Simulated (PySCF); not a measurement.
# PH₃: NMR shieldings

Aim: compute the NMR shieldings of PH₃ (`P`).

Programs: PySCF 2.14.0, with routines of our own; each step states its level. All values are computed. Atoms count from 0.

## 1. The starting structure

4 atoms, charge 0, multiplicity 1; geometry from: GFN2-xTB.

## 2. NMR shieldings: PBE0/x2c-SVPall-2c P:us-x2c-SVPall-2c, spin–orbit

Job settings and geometry (Å):

```
{"job": {"xc": "PBE0", "basis": {"default": "x2c-SVPall-2c", "P": "us-x2c-SVPall-2c"}, "rel": "so", "kind": "hnmr"}, "charge": 0, "multiplicity": 1}
P     -0.001477     0.003466     0.570380
H     -0.558658     1.008622    -0.205648
H      1.158342    -0.016325    -0.189555
H     -0.587973    -0.990990    -0.198030
```

With the program's defaults for keys left out, this is: PBE0/x2c-SVPall-2c P:us-x2c-SVPall-2c GIAO NMR shielding, X2C with spin-orbit coupling, screened-nuclear two-electron part, Gaussian nuclei, gas phase.

On the command line:

```console
OMP_NUM_THREADS=1 python heavy_run.py task.json out
```

One launch serves the whole session: the jobs run in the order shown.

Output:

```text
spin-free SCF
coarse grid: 3488 points
cycle   1  E = -343.6866164116  dE = -1.457e-01  |g| = 8.399e-02  |ddm| = 1.503e+00
cycle   2  E = -343.6881088000  dE = -1.492e-03  |g| = 6.237e-02  |ddm| = 3.157e-01
cycle   3  E = -343.6893265072  dE = -1.218e-03  |g| = 1.054e-02  |ddm| = 1.130e-01
cycle   4  E = -343.6893332366  dE = -6.729e-06  |g| = 8.027e-04  |ddm| = 6.420e-03
final grid: 28048 points
cycle   5  E = -343.7297680961  dE = -5.201e-05  |g| = 5.462e-03  |ddm| = 1.262e-02
cycle   6  E = -343.7297688637  dE = -7.676e-07  |g| = 2.759e-03  |ddm| = 5.897e-03
cycle   7  E = -343.7297696664  dE = -8.027e-07  |g| = 3.671e-04  |ddm| = 3.125e-03
cycle   8  E = -343.7297696990  dE = -3.259e-08  |g| = 6.658e-05  |ddm| = 6.611e-04
cycle   9  E = -343.7297697005  dE = -1.541e-09  |g| = 3.161e-06  |ddm| = 1.098e-04
converged SCF energy = -343.7297697005
two-component SCF
cycle   1  E = -343.7295818947  dE = -3.437e+02  |FDS-SDF| = 6.550e-02
cycle   2  E = -343.7298119628  dE = -2.301e-04  |FDS-SDF| = 3.905e-03
cycle   3  E = -343.7298134249  dE = -1.462e-06  |FDS-SDF| = 1.729e-04
cycle   4  E = -343.7298134600  dE = -3.509e-08  |FDS-SDF| = 3.120e-05
cycle   5  E = -343.7298134612  dE = -1.189e-09  |FDS-SDF| = 1.043e-05
converged, E = -343.7298134612

Field gradients (au) and densities at the nuclei (bohr^-3)
atom        Vxx        Vyy        Vzz        centre      nuclear mean
  0 P      0.6166     0.6169    -1.2335       2053.911       2053.891
  1 H     -0.1007    -0.1156     0.2163          0.353          0.353
  2 H     -0.1007    -0.1156     0.2163          0.353          0.353
  3 H     -0.1006    -0.1155     0.2161          0.353          0.353

Core orbital energies (eV)
atom   shell        mean    spread
  0 P  1s        -2105.382   0.000
  0 P  2s         -180.399   0.000
  0 P  3s          -18.303   0.000
  0 P  2p1/2      -129.322   0.000
  0 P  2p3/2      -128.421   0.074

Shielding tensors (ppm)
atom      isotropic    diamagn.    paramagn.     s11        s22        s33       span
  0 P       614.95      952.82     -337.88     570.60     637.10     637.14      66.54
  1 H        30.68       30.21        0.47      26.24      27.62      38.17      11.94
  2 H        30.68       30.21        0.47      26.23      27.62      38.17      11.94
  3 H        30.67       30.20        0.47      26.23      27.62      38.17      11.94
```

It took 1.9 s on 1 thread of Arm Neoverse V2, shared host; peak memory 0.29 GiB.

Key values:

| quantity | value |
| --- | --- |
| energy from spin-orbit coupling | 0.0000 Eh |

The fields below are evaluated on a grid from the run's orbitals.

Frontier orbitals at PBE0/us-x2c-SVPall-2c+x2c-SVPall-2c, with the share of their density that lies nearest to each atom:

| orbital | energy (eV) | lies on |
| --- | --- | --- |
| HOMO | -7.79 | P0 70 %; H1, H2, H3 about 10 % each |
| LUMO | 1.46 | P0 44 %; H3 29 %; H1 16 % |

ELF in a plane through or near 3 of the atoms.

Ten even steps from ' ' (0.00) to '@' (1.00):
```
                                                        
                                                        
                                                        
                    ::====----..                        
                ::##@@@@@@@@@@**::                      
              ..++@@@@@@@@@@@@%%--                      
              ::##@@@@@@@@@@@@@@==                      
              ..++@@@@@@@@@@@@%%--....::..              
                ..==%%@@@@@@%%**++##%%%%%%**::          
                ..::==++++----++@@@@@@@@@@@@**--        
              ::==**####**----**@@@@@@@@@@@@##==        
            --##@@@@@@@@@@##****@@@@@@@@@@@@##--        
            ++@@@@@@@@@@@@%%**--++%%@@@@@@##::          
            ==@@@@@@@@@@@@%%++....--**##**--            
            ..++%%@@@@@@%%++--                          
              ..==##%%%%++::..                          
                                                        
                                                        
                                                        
                                                        
```
The map spans 7.5 Å across and 7.4 Å up, centred on the molecule. Atoms in the plane (x, y in Å): H1 (-0.4, 1.1), H2 (-0.8, -0.9), H3 (1.1, -0.2).

On the surface of density 0.002 e/bohr³ the electrostatic potential runs, from the 1st to the 99th percentile, from -0.96 V near P0 to 0.69 V near H2.

## 3. NMR shieldings: PBE0/x2c-SVPall-2c P:us-x2c-SVPall-2c, spin-free

Job settings and geometry (Å):

```
{"job": {"xc": "PBE0", "basis": {"default": "x2c-SVPall-2c", "P": "us-x2c-SVPall-2c"}, "rel": "sf", "kind": "hnmr"}, "charge": 0, "multiplicity": 1}
P     -0.001477     0.003466     0.570380
H     -0.558658     1.008622    -0.205648
H      1.158342    -0.016325    -0.189555
H     -0.587973    -0.990990    -0.198030
```

Method: PBE0/x2c-SVPall-2c P:us-x2c-SVPall-2c GIAO NMR shielding, spin-free X2C, Gaussian nuclei, gas phase.

Output:

```text
spin-free SCF
coarse grid: 3488 points
cycle   1  E = -343.6866164116  dE = -1.457e-01  |g| = 8.399e-02  |ddm| = 1.503e+00
cycle   2  E = -343.6881088000  dE = -1.492e-03  |g| = 6.237e-02  |ddm| = 3.157e-01
cycle   3  E = -343.6893265072  dE = -1.218e-03  |g| = 1.054e-02  |ddm| = 1.130e-01
cycle   4  E = -343.6893332366  dE = -6.729e-06  |g| = 8.027e-04  |ddm| = 6.420e-03
final grid: 28048 points
cycle   5  E = -343.7297680961  dE = -5.201e-05  |g| = 5.462e-03  |ddm| = 1.262e-02
cycle   6  E = -343.7297688637  dE = -7.676e-07  |g| = 2.759e-03  |ddm| = 5.897e-03
cycle   7  E = -343.7297696664  dE = -8.027e-07  |g| = 3.671e-04  |ddm| = 3.125e-03
cycle   8  E = -343.7297696990  dE = -3.259e-08  |g| = 6.658e-05  |ddm| = 6.611e-04
cycle   9  E = -343.7297697005  dE = -1.541e-09  |g| = 3.161e-06  |ddm| = 1.098e-04
converged SCF energy = -343.7297697005
check of the scalar solution
cycle   1  E = -343.7297697005  dE = -3.437e+02  |FDS-SDF| = 3.161e-06
cycle   2  E = -343.7297697005  dE = -5.116e-13  |FDS-SDF| = 1.548e-06
converged, E = -343.7297697005

Field gradients (au) and densities at the nuclei (bohr^-3)
atom        Vxx        Vyy        Vzz        centre      nuclear mean
  0 P      0.6166     0.6169    -1.2335       2053.912       2053.893
  1 H     -0.1007    -0.1156     0.2163          0.353          0.353
  2 H     -0.1007    -0.1156     0.2163          0.353          0.353
  3 H     -0.1006    -0.1155     0.2161          0.353          0.353

Core orbital energies (eV)
atom   shell        mean    spread
  0 P  1s        -2105.382   0.000
  0 P  2s         -180.399   0.000
  0 P  3s          -18.303   0.000
  0 P  2p         -128.721   0.107

Shielding tensors (ppm)
atom      isotropic    diamagn.    paramagn.     s11        s22        s33       span
  0 P       598.00      965.59     -367.59     551.92     621.02     621.07      69.15
  1 H        30.48       30.22        0.26      26.09      27.16      38.18      12.10
  2 H        30.48       30.22        0.26      26.09      27.16      38.18      12.10
  3 H        30.47       30.22        0.26      26.08      27.16      38.18      12.10
```

Run time: 0.71 s. Hardware: 1 thread of Arm Neoverse V2, shared host; peak memory 0.29 GiB.

## 4. NMR shieldings: PBE0/x2c-SVPall-2c P:us-x2c-SVPall-2c in water, spin–orbit

Job settings and geometry (Å):

```
{"job": {"xc": "PBE0", "basis": {"default": "x2c-SVPall-2c", "P": "us-x2c-SVPall-2c"}, "rel": "so", "solvent": "water", "kind": "hnmr"}, "charge": 0, "multiplicity": 1}
P     -0.001477     0.003466     0.570380
H     -0.558658     1.008622    -0.205648
H      1.158342    -0.016325    -0.189555
H     -0.587973    -0.990990    -0.198030
```

Level: PBE0/x2c-SVPall-2c P:us-x2c-SVPall-2c GIAO NMR shielding, X2C with spin-orbit coupling, screened-nuclear two-electron part, Gaussian nuclei, IEF-PCM water.

Output:

```text
spin-free SCF
coarse grid: 3488 points
cycle   1  E = -343.6890306217  dE = -1.478e-01  |g| = 7.727e-02  |ddm| = 1.502e+00
cycle   2  E = -343.6904766745  dE = -1.446e-03  |g| = 4.902e-02  |ddm| = 2.793e-01
cycle   3  E = -343.6911756194  dE = -6.989e-04  |g| = 1.046e-02  |ddm| = 9.265e-02
cycle   4  E = -343.6911836569  dE = -8.037e-06  |g| = 7.263e-04  |ddm| = 8.058e-03
final grid: 28048 points
cycle   5  E = -343.7316073011  dE = -5.172e-05  |g| = 5.323e-03  |ddm| = 1.178e-02
cycle   6  E = -343.7316080965  dE = -7.955e-07  |g| = 2.571e-03  |ddm| = 5.349e-03
cycle   7  E = -343.7316087126  dE = -6.160e-07  |g| = 2.976e-04  |ddm| = 2.716e-03
cycle   8  E = -343.7316087304  dE = -1.785e-08  |g| = 4.709e-05  |ddm| = 5.053e-04
cycle   9  E = -343.7316087311  dE = -6.783e-10  |g| = 1.546e-06  |ddm| = 8.819e-05
converged SCF energy = -343.7316087311
two-component SCF
cycle   1  E = -343.7314208770  dE = -3.437e+02  |FDS-SDF| = 6.550e-02
cycle   2  E = -343.7316509253  dE = -2.300e-04  |FDS-SDF| = 3.903e-03
cycle   3  E = -343.7316523707  dE = -1.445e-06  |FDS-SDF| = 1.695e-04
cycle   4  E = -343.7316524037  dE = -3.301e-08  |FDS-SDF| = 3.033e-05
cycle   5  E = -343.7316524048  dE = -1.082e-09  |FDS-SDF| = 1.008e-05
converged, E = -343.7316524048

Field gradients (au) and densities at the nuclei (bohr^-3)
atom        Vxx        Vyy        Vzz        centre      nuclear mean
  0 P      0.5986     0.5991    -1.1977       2053.818       2053.799
  1 H     -0.1002    -0.1149     0.2151          0.351          0.351
  2 H     -0.1002    -0.1149     0.2151          0.351          0.351
  3 H     -0.1001    -0.1148     0.2150          0.351          0.351

Core orbital energies (eV)
atom   shell        mean    spread
  0 P  1s        -2105.223   0.000
  0 P  2s         -180.246   0.000
  0 P  3s          -18.112   0.000
  0 P  2p1/2      -129.169   0.000
  0 P  2p3/2      -128.268   0.072

Shielding tensors (ppm)
atom      isotropic    diamagn.    paramagn.     s11        s22        s33       span
  0 P       617.36      953.27     -335.91     570.33     640.86     640.89      70.56
  1 H        30.48       30.16        0.33      25.99      27.29      38.17      12.17
  2 H        30.48       30.15        0.33      25.99      27.29      38.17      12.17
  3 H        30.48       30.15        0.33      25.99      27.29      38.16      12.17
```

It took 1.6 s on 1 thread of Arm Neoverse V2, shared host; peak memory 0.3 GiB.

From this job:

| quantity | value |
| --- | --- |
| energy from spin-orbit coupling | 0.0000 Eh |

## 5. NMR shieldings: PBE0/x2c-SVPall-2c P:us-x2c-SVPall-2c in water, spin-free

Job settings and geometry (Å):

```
{"job": {"xc": "PBE0", "basis": {"default": "x2c-SVPall-2c", "P": "us-x2c-SVPall-2c"}, "rel": "sf", "solvent": "water", "kind": "hnmr"}, "charge": 0, "multiplicity": 1}
P     -0.001477     0.003466     0.570380
H     -0.558658     1.008622    -0.205648
H      1.158342    -0.016325    -0.189555
H     -0.587973    -0.990990    -0.198030
```

Method: PBE0/x2c-SVPall-2c P:us-x2c-SVPall-2c GIAO NMR shielding, spin-free X2C, Gaussian nuclei, IEF-PCM water.

Output:

```text
spin-free SCF
coarse grid: 3488 points
cycle   1  E = -343.6890306217  dE = -1.478e-01  |g| = 7.727e-02  |ddm| = 1.502e+00
cycle   2  E = -343.6904766745  dE = -1.446e-03  |g| = 4.902e-02  |ddm| = 2.793e-01
cycle   3  E = -343.6911756194  dE = -6.989e-04  |g| = 1.046e-02  |ddm| = 9.265e-02
cycle   4  E = -343.6911836569  dE = -8.037e-06  |g| = 7.263e-04  |ddm| = 8.058e-03
final grid: 28048 points
cycle   5  E = -343.7316073011  dE = -5.172e-05  |g| = 5.323e-03  |ddm| = 1.178e-02
cycle   6  E = -343.7316080965  dE = -7.955e-07  |g| = 2.571e-03  |ddm| = 5.349e-03
cycle   7  E = -343.7316087126  dE = -6.160e-07  |g| = 2.976e-04  |ddm| = 2.716e-03
cycle   8  E = -343.7316087304  dE = -1.785e-08  |g| = 4.709e-05  |ddm| = 5.053e-04
cycle   9  E = -343.7316087311  dE = -6.783e-10  |g| = 1.546e-06  |ddm| = 8.819e-05
converged SCF energy = -343.7316087311
check of the scalar solution
cycle   1  E = -343.7316087311  dE = -3.437e+02  |FDS-SDF| = 1.546e-06
cycle   2  E = -343.7316087311  dE = -1.990e-12  |FDS-SDF| = 4.642e-07
converged, E = -343.7316087311

Field gradients (au) and densities at the nuclei (bohr^-3)
atom        Vxx        Vyy        Vzz        centre      nuclear mean
  0 P      0.5986     0.5991    -1.1977       2053.820       2053.800
  1 H     -0.1002    -0.1149     0.2151          0.351          0.351
  2 H     -0.1002    -0.1149     0.2151          0.351          0.351
  3 H     -0.1001    -0.1148     0.2150          0.351          0.351

Core orbital energies (eV)
atom   shell        mean    spread
  0 P  1s        -2105.223   0.000
  0 P  2s         -180.246   0.000
  0 P  3s          -18.112   0.000
  0 P  2p         -128.568   0.103

Shielding tensors (ppm)
atom      isotropic    diamagn.    paramagn.     s11        s22        s33       span
  0 P       600.44      966.03     -365.59     551.78     624.75     624.79      73.01
  1 H        30.28       30.17        0.11      25.84      26.84      38.18      12.34
  2 H        30.28       30.17        0.12      25.84      26.83      38.17      12.34
  3 H        30.28       30.17        0.11      25.84      26.83      38.17      12.33
```

It took 0.74 s on 1 thread of Arm Neoverse V2, shared host; peak memory 0.3 GiB.

## 6. NMR shieldings: PBE0/x2c-SVPall-2c P:us-x2c-SVPall-2c in dichloromethane, spin–orbit

Job settings and geometry (Å):

```
{"job": {"xc": "PBE0", "basis": {"default": "x2c-SVPall-2c", "P": "us-x2c-SVPall-2c"}, "rel": "so", "solvent": "dichloromethane", "kind": "hnmr"}, "charge": 0, "multiplicity": 1}
P     -0.001477     0.003466     0.570380
H     -0.558658     1.008622    -0.205648
H      1.158342    -0.016325    -0.189555
H     -0.587973    -0.990990    -0.198030
```

With the program's defaults for keys left out, this is: PBE0/x2c-SVPall-2c P:us-x2c-SVPall-2c GIAO NMR shielding, X2C with spin-orbit coupling, screened-nuclear two-electron part, Gaussian nuclei, IEF-PCM dichloromethane.

Output:

```text
spin-free SCF
coarse grid: 3488 points
cycle   1  E = -343.6886840917  dE = -1.475e-01  |g| = 7.785e-02  |ddm| = 1.502e+00
cycle   2  E = -343.6901308775  dE = -1.447e-03  |g| = 5.043e-02  |ddm| = 2.828e-01
cycle   3  E = -343.6908755460  dE = -7.447e-04  |g| = 1.043e-02  |ddm| = 9.503e-02
cycle   4  E = -343.6908831516  dE = -7.606e-06  |g| = 7.183e-04  |ddm| = 7.653e-03
final grid: 28048 points
cycle   5  E = -343.7313086309  dE = -5.182e-05  |g| = 5.350e-03  |ddm| = 1.200e-02
cycle   6  E = -343.7313094333  dE = -8.024e-07  |g| = 2.602e-03  |ddm| = 5.442e-03
cycle   7  E = -343.7313100759  dE = -6.426e-07  |g| = 3.044e-04  |ddm| = 2.776e-03
cycle   8  E = -343.7313100950  dE = -1.908e-08  |g| = 4.861e-05  |ddm| = 5.224e-04
cycle   9  E = -343.7313100957  dE = -7.325e-10  |g| = 1.396e-06  |ddm| = 9.009e-05
converged SCF energy = -343.7313100957
two-component SCF
cycle   1  E = -343.7311222497  dE = -3.437e+02  |FDS-SDF| = 6.550e-02
cycle   2  E = -343.7313523013  dE = -2.301e-04  |FDS-SDF| = 3.904e-03
cycle   3  E = -343.7313537495  dE = -1.448e-06  |FDS-SDF| = 1.701e-04
cycle   4  E = -343.7313537828  dE = -3.335e-08  |FDS-SDF| = 3.050e-05
cycle   5  E = -343.7313537839  dE = -1.100e-09  |FDS-SDF| = 1.015e-05
converged, E = -343.7313537839

Field gradients (au) and densities at the nuclei (bohr^-3)
atom        Vxx        Vyy        Vzz        centre      nuclear mean
  0 P      0.6017     0.6022    -1.2039       2053.834       2053.814
  1 H     -0.1003    -0.1150     0.2153          0.351          0.351
  2 H     -0.1002    -0.1150     0.2153          0.351          0.351
  3 H     -0.1002    -0.1150     0.2152          0.351          0.351

Core orbital energies (eV)
atom   shell        mean    spread
  0 P  1s        -2105.239   0.000
  0 P  2s         -180.261   0.000
  0 P  3s          -18.133   0.000
  0 P  2p1/2      -129.184   0.000
  0 P  2p3/2      -128.283   0.072

Shielding tensors (ppm)
atom      isotropic    diamagn.    paramagn.     s11        s22        s33       span
  0 P       616.97      953.19     -336.22     570.38     640.25     640.28      69.91
  1 H        30.52       30.17        0.35      26.04      27.35      38.17      12.13
  2 H        30.52       30.16        0.35      26.03      27.35      38.17      12.13
  3 H        30.51       30.16        0.35      26.03      27.35      38.16      12.13
```

Run time: 1.6 s. Hardware: 1 thread of Arm Neoverse V2, shared host; peak memory 0.3 GiB.

In short:

| quantity | value |
| --- | --- |
| energy from spin-orbit coupling | 0.0000 Eh |

## 7. NMR shieldings: PBE0/x2c-SVPall-2c P:us-x2c-SVPall-2c in dichloromethane, spin-free

Job settings and geometry (Å):

```
{"job": {"xc": "PBE0", "basis": {"default": "x2c-SVPall-2c", "P": "us-x2c-SVPall-2c"}, "rel": "sf", "solvent": "dichloromethane", "kind": "hnmr"}, "charge": 0, "multiplicity": 1}
P     -0.001477     0.003466     0.570380
H     -0.558658     1.008622    -0.205648
H      1.158342    -0.016325    -0.189555
H     -0.587973    -0.990990    -0.198030
```

Method: PBE0/x2c-SVPall-2c P:us-x2c-SVPall-2c GIAO NMR shielding, spin-free X2C, Gaussian nuclei, IEF-PCM dichloromethane.

Output:

```text
spin-free SCF
coarse grid: 3488 points
cycle   1  E = -343.6886840917  dE = -1.475e-01  |g| = 7.785e-02  |ddm| = 1.502e+00
cycle   2  E = -343.6901308775  dE = -1.447e-03  |g| = 5.043e-02  |ddm| = 2.828e-01
cycle   3  E = -343.6908755460  dE = -7.447e-04  |g| = 1.043e-02  |ddm| = 9.503e-02
cycle   4  E = -343.6908831516  dE = -7.606e-06  |g| = 7.183e-04  |ddm| = 7.653e-03
final grid: 28048 points
cycle   5  E = -343.7313086309  dE = -5.182e-05  |g| = 5.350e-03  |ddm| = 1.200e-02
cycle   6  E = -343.7313094333  dE = -8.024e-07  |g| = 2.602e-03  |ddm| = 5.442e-03
cycle   7  E = -343.7313100759  dE = -6.426e-07  |g| = 3.044e-04  |ddm| = 2.776e-03
cycle   8  E = -343.7313100950  dE = -1.908e-08  |g| = 4.861e-05  |ddm| = 5.224e-04
cycle   9  E = -343.7313100957  dE = -7.325e-10  |g| = 1.396e-06  |ddm| = 9.009e-05
converged SCF energy = -343.7313100957
check of the scalar solution
cycle   1  E = -343.7313100957  dE = -3.437e+02  |FDS-SDF| = 1.396e-06
cycle   2  E = -343.7313100957  dE = -1.421e-12  |FDS-SDF| = 4.333e-07
converged, E = -343.7313100957

Field gradients (au) and densities at the nuclei (bohr^-3)
atom        Vxx        Vyy        Vzz        centre      nuclear mean
  0 P      0.6017     0.6022    -1.2039       2053.835       2053.816
  1 H     -0.1003    -0.1150     0.2153          0.351          0.351
  2 H     -0.1002    -0.1150     0.2153          0.351          0.351
  3 H     -0.1002    -0.1150     0.2152          0.351          0.351

Core orbital energies (eV)
atom   shell        mean    spread
  0 P  1s        -2105.239   0.000
  0 P  2s         -180.261   0.000
  0 P  3s          -18.133   0.000
  0 P  2p         -128.583   0.104

Shielding tensors (ppm)
atom      isotropic    diamagn.    paramagn.     s11        s22        s33       span
  0 P       600.04      965.95     -365.91     551.80     624.15     624.18      72.38
  1 H        30.32       30.18        0.14      25.88      26.89      38.18      12.30
  2 H        30.32       30.18        0.14      25.88      26.89      38.18      12.30
  3 H        30.31       30.18        0.14      25.88      26.89      38.17      12.29
```

Run time: 0.73 s. Hardware: 1 thread of Arm Neoverse V2, shared host; peak memory 0.3 GiB.

## 8. Shieldings side by side

| run | P0 | H2 | H3 | H1 | time |
| --- | --- | --- | --- | --- | --- |
| step 2, PBE0/x2c-SVPall-2c P:us-x2c-SVPall-2c, spin–orbit | 614.9 | 30.7 | 30.7 | 30.7 | 1.9 s |
| step 3, PBE0/x2c-SVPall-2c P:us-x2c-SVPall-2c, spin-free | 598.0 | 30.5 | 30.5 | 30.5 | 0.71 s |
| step 4, PBE0/x2c-SVPall-2c P:us-x2c-SVPall-2c in water, spin–orbit | 617.4 | 30.5 | 30.5 | 30.5 | 1.6 s |
| step 5, PBE0/x2c-SVPall-2c P:us-x2c-SVPall-2c in water, spin-free | 600.4 | 30.3 | 30.3 | 30.3 | 0.74 s |
| step 6, PBE0/x2c-SVPall-2c P:us-x2c-SVPall-2c in dichloromethane, spin–orbit | 617.0 | 30.5 | 30.5 | 30.5 | 1.6 s |
| step 7, PBE0/x2c-SVPall-2c P:us-x2c-SVPall-2c in dichloromethane, spin-free | 600.0 | 30.3 | 30.3 | 30.3 | 0.73 s |

## 9. Summary of results

| quantity | value |
| --- | --- |
| energy from spin-orbit coupling (step 2, PBE0/x2c-SVPall-2c P:us-x2c-SVPall-2c, spin–orbit) | 0.0000 Eh |
| shieldings (step 2, PBE0/x2c-SVPall-2c P:us-x2c-SVPall-2c, spin–orbit) | P0 614.9, H1 30.7, H2 30.7, H3 30.7 ppm |
| surface potential, 1st and 99th percentile | -0.96 V and 0.69 V |
| shieldings (step 3, PBE0/x2c-SVPall-2c P:us-x2c-SVPall-2c, spin-free) | P0 598.0, H1 30.5, H2 30.5, H3 30.5 ppm |
| energy from spin-orbit coupling (step 4, PBE0/x2c-SVPall-2c P:us-x2c-SVPall-2c in water, spin–orbit) | 0.0000 Eh |
| shieldings (step 4, PBE0/x2c-SVPall-2c P:us-x2c-SVPall-2c in water, spin–orbit) | P0 617.4, H1 30.5, H2 30.5, H3 30.5 ppm |
| shieldings (step 5, PBE0/x2c-SVPall-2c P:us-x2c-SVPall-2c in water, spin-free) | P0 600.4, H1 30.3, H2 30.3, H3 30.3 ppm |
| energy from spin-orbit coupling (step 6, PBE0/x2c-SVPall-2c P:us-x2c-SVPall-2c in dichloromethane, spin–orbit) | 0.0000 Eh |
| shieldings (step 6, PBE0/x2c-SVPall-2c P:us-x2c-SVPall-2c in dichloromethane, spin–orbit) | P0 617.0, H1 30.5, H2 30.5, H3 30.5 ppm |
| shieldings (step 7, PBE0/x2c-SVPall-2c P:us-x2c-SVPall-2c in dichloromethane, spin-free) | P0 600.0, H1 30.3, H2 30.3, H3 30.3 ppm |

In words: In step 2, P0 has the widest tensor, 67 ppm. P0 moves most between the runs, by 19 ppm; the labels say what changes from run to run.
